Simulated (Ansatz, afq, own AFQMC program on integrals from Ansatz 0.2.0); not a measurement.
Atomization energy of ZnNH$_{2}$Cl, singlet

```xyz
5

N    -0.4532    0.7537   -0.3797
Zn    0.6060   -0.5800    0.2458
Cl    1.9761   -2.0327    0.9173
H    -1.0888    0.5146   -1.1376
H    -0.9903    1.2707    0.3128
```

Connectivity, by distances: NH2–Zn–Cl.

Atoms in their ground-state spins without spin–orbit coupling (mostly on UHF) minus the molecule (RHF), without zero-point energy. The geometry is a stationary point, not shown to be a minimum.

Basis def2-TZVP. Only valence electrons are correlated. Ansatz 0.2.0 and our own AFQMC program on the same integrals; the CISD trial comes from CCSD amplitudes, and released means the phaseless constraint is let go. Error bars are statistical, one sigma. The metal's outer-core s and p shells are frozen, which shifts wave-function levels against functionals. The errors of all members are added in quadrature.

No full CI on the walks' own integrals is used here. The released AFQMC energy serves as the reference, which it does only where one determinant dominates, the energy is flat over the last release times and near the phaseless one (40 meV or 2 meV an electron, half that with transition metals). On small molecules, where full CI could be run and the noise was under 10 meV, such values lay within 10 meV of it in 19 cases of 20, a flattering rate, since the rule was set on those same cases; what remains of the bias isn't in the error bar. Each member takes its own surest rung, up to full CI.

The best estimate is CCSD(T) at the basis-set limit (CBS: def2-TZVPP and def2-QZVPP, with their diffuse functions for anions and beside diffuse sets, CCSD(T) itself extrapolated) plus the step from CCSD(T) to AFQMC with the constraint released in def2-TZVP. Rows without CBS are in def2-TZVP; B2PLYP and the wave-function rows carry a basis error of their own. Core correlation and relativity beyond core potentials are missing, and ± holds the sampling alone.

Cautions: no relativity below Rb; outer-core shells of the metal frozen; ZnNH₂Cl (singlet): the released value is read at 0.63 1/Eh with a noise of 11 meV, more than in the cases checked, later times being too noisy (meV from the phaseless value at times in 1/Eh: -26 ± 15 at 0.21, 4 ± 17 at 0.42, -21 ± 11 at 0.63, -19 ± 20 at 0.90), released reference can be 30 meV off for metals.

Best estimate: 13.930 ± 0.011 eV.

| level | atomization energy (eV) | error against the best estimate (eV) |
| --- | --- | --- |
| HF | 9.037 | -4.893 ± 0.011 |
| MP2 | 13.586 | -0.344 ± 0.011 |
| CCSD | 12.854 | -1.076 ± 0.011 |
| CCSD(T) | 13.107 | -0.823 ± 0.011 |
| ph-AFQMC/CISD | 13.125 ± 0.008 | -0.805 ± 0.014 |
| released AFQMC | 13.149 ± 0.013 | -0.781 |
| HF/CBS | 9.222 | -4.708 ± 0.011 |
| MP2/CBS | 14.343 | 0.413 ± 0.011 |
| CCSD(T)/CBS | 13.902 | -0.028 ± 0.011 |
| PBE | 13.926 | -0.004 ± 0.011 |
| r2SCAN | 13.801 | -0.129 ± 0.011 |
| PBE0 | 13.642 | -0.288 ± 0.011 |
| B3LYP | 13.413 | -0.518 ± 0.011 |
| wB97M-V | 13.821 | -0.109 ± 0.011 |
| B2PLYP | 13.484 | -0.447 ± 0.011 |

Correlation beyond CCSD(T) adds 0.028 ± 0.011 eV. Going to the basis-set limit adds 0.795 eV at CCSD(T). The perturbative (T) step is worth +0.253 eV.

Best estimates are given only where the step beyond CCSD(T) is under 0.3 eV and no member's determinant is very poor (T1 over 0.05, or 0.07 for open shells, ⟨S²⟩ too high by 0.3, two states mixed), so the hardest cases are missing from such tables.

The functionals ran in a triple-zeta set and keep a basis error of their own, a few kJ/mol for each bond in atomization energies and more for double hybrids, so close places among them and the extrapolated levels can swap.

Each member of a difference takes its own highest rung, so a best estimate needn't equal the limit plus the step of one row. Released energies are given only where the last usable release times agree within the noise; a slower fall can still hide under it.
